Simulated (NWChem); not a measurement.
Species: CH cation, singlet

Results from NWChem. Low-valent species are run as closed-shell singlets; no triplet was tried in these runs. The geometry was optimised at PBE0/def2-SVP.

Problem. Predict the results for PBE/cc-pVQZ. Quantities: highest occupied level (eV); orbital gap (eV).

Solution. 
```
Property                     Result
---------------------------  ------
highest occupied level (eV)  -18.26
orbital gap (eV)               2.15
```
